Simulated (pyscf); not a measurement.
Structures and frequencies: ωB97X-D3(BJ)/def2-SVP in PySCF.

Question: PBE/def2-TZVP puts the barrier of `[ClH]` + `[SiH][Cl]` [singlet] -> `[Cl][Si][Cl]` [singlet] + `[H][H]` (four-centre exchange; singlet surface; Cl–H, H–Si broken, Cl–Si, H–H formed) at -0.28 eV and the reaction energy at -1.41 eV, from the separated reactants. What do PBE0-D3(BJ)/def2-TZVP, M06-2X/def2-TZVP, ωB97M-D3(BJ)/def2-TZVP give on the same structures?

Answer: PBE0-D3(BJ): ΔE‡ = -0.19 eV, ΔE = -1.37 eV; M06-2X: ΔE‡ = 0.02 eV, ΔE = -1.43 eV; ωB97M-D3(BJ): ΔE‡ = 0.05 eV, ΔE = -1.35 eV. PBE's barrier lies under all of them, by 0.10 to 0.33 eV. Its reaction energy lies among theirs. On the reactant side the descent ends in a complex, 0.31 eV under the separated species and 0.29 eV under the saddle at ωB97X-D3(BJ)/def2-TZVP. At PBE, PBE0-D3(BJ) the saddle lies under the separated reactants, which points to a path from their complex (located at ωB97X-D3(BJ) alone). This is the saddle that the search found; another between the same sides may lie lower.
